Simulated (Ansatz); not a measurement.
C3H6Cl2 (`ClCCCCl`): the same geometry under several functionals.

```yaml
crystal:
  periodic: [false, false, false]
  atoms:
    - {symbol: Cl, position_ang: [1.408210, 2.386194, -0.287119]}
    - {symbol: C, position_ang: [0.395898, 1.097545, 0.411906]}
    - {symbol: C, position_ang: [0.275519, -0.070375, -0.539952]}
    - {symbol: C, position_ang: [-0.537143, -1.210021, 0.032371]}
    - {symbol: Cl, position_ang: [-2.240740, -0.749632, 0.317153]}
    - {symbol: H, position_ang: [0.865846, 0.801263, 1.350402]}
    - {symbol: H, position_ang: [-0.575942, 1.537363, 0.627946]}
    - {symbol: H, position_ang: [1.274967, -0.454842, -0.769137]}
    - {symbol: H, position_ang: [-0.165004, 0.264250, -1.482044]}
    - {symbol: H, position_ang: [-0.557832, -2.055208, -0.653680]}
    - {symbol: H, position_ang: [-0.143777, -1.546539, 0.992165]}
basis:
  gaussian: {orbitals: def2-TZVPP}
hamiltonian: {xc: {name: BLYP}, dispersion: d4}
output: {orbitals: {seedname: orbitals}}
```

```sh
$ ansatz run in.yaml --threads 4 --pin off --events-out ev --progress --plain --max-ram 10444MiB
```

Shortened log:

```
Functional definition: BLYP
1482 factors; their error is unknown
mean field evaluation 1: about -28239.6053 eV, gradient 7.9e1 eV
mean field evaluation 2: about -28199.1110 eV, gradient 1.4e2 eV
mean field evaluation 4: about -28254.3630 eV, gradient 7.2e0 eV
mean field evaluation 8: about -28254.4689 eV, gradient 1.8e-1 eV
mean field evaluation 16: about -28254.4193 eV, gradient 3.0e-4 eV
mean field -28254.41931682 eV, -1038.3307583598 hartree, gradient 5.5e-5 eV, S^2 0.000000; 0 other end points of the search recorded, 0 dependent functions left out
reference -28254.41969853 eV, -1038.3307723875 hartree; 29, 29 occupied and 232, 232 virtual orbitals, 1482 factors
Total energy: -28254.96412004 eV, -1038.3507795088 hartree
```

It took 2.1 s on 4 threads of an Arm Neoverse V1 on a shared host, with 0.37 GiB of host memory at the peak.

The same input with `hamiltonian: {xc: {name: BHLYP}, dispersion: d4}` (abridged; 3.5 s):

```
Functional definition: BHLYP
mean field evaluation 16: about -28254.4366 eV, gradient 2.4e-5 eV
mean field -28254.43658283 eV, -1038.3313928742 hartree, gradient 2.4e-5 eV, S^2 0.000000
Total energy: -28254.71763183 eV, -1038.3417212343 hartree
```

The same input with `hamiltonian: {xc: {name: LC-wPBE}}` (abridged; 2.7 s):

```
Functional definition: LC-wPBE
mean field evaluation 16: about -28247.8180 eV, gradient 1.8e-5 eV
mean field -28247.81803724 eV, -1038.0881658100 hartree, gradient 1.8e-5 eV, S^2 0.000000
Total energy: -28247.81803725 eV, -1038.0881658102 hartree
```

With the line `hamiltonian: {xc: {name: CAM-B3LYP}, dispersion: d4}` (abridged; 3.7 s):

```
Functional definition: CAM-B3LYP
mean field evaluation 16: about -28255.4018 eV, gradient 2.4e-5 eV
mean field -28255.40177386 eV, -1038.3668629902 hartree, gradient 2.4e-5 eV, S^2 0.000000
Total energy: -28255.60901753 eV, -1038.3744790544 hartree
```

With the line `hamiltonian: {xc: {name: B2PLYP}}` (abridged; 6 s):

```
Functional definition: B2PLYP
mean field evaluation 16: about -28238.3622 eV, gradient 2.7e-5 eV
mean field -28238.36218719 eV, -1037.7406697298 hartree, gradient 8.1e-6 eV, S^2 0.000000
13 core orbitals not correlated: weight in the atoms' cores, before any rotation towards them, 1.000 or more for the frozen orbitals, at most 0.000 for the correlated occupied ones
second order -29.68867147 eV of doubles, -0.00000000 eV of singles
Total energy: -28246.37830470 eV, -1038.0352566147 hartree
```

Changing it to `hamiltonian: {xc: pbe0, dispersion: d4}` (abridged; 3.4 s):

```
Functional definition: PBE0
mean field evaluation 16: about -28244.3994 eV, gradient 7.5e-5 eV
mean field -28244.39944085 eV, -1037.9625347098 hartree, gradient 7.5e-5 eV, S^2 0.000000
Total energy: -28244.60519987 eV, -1037.9700962142 hartree
```
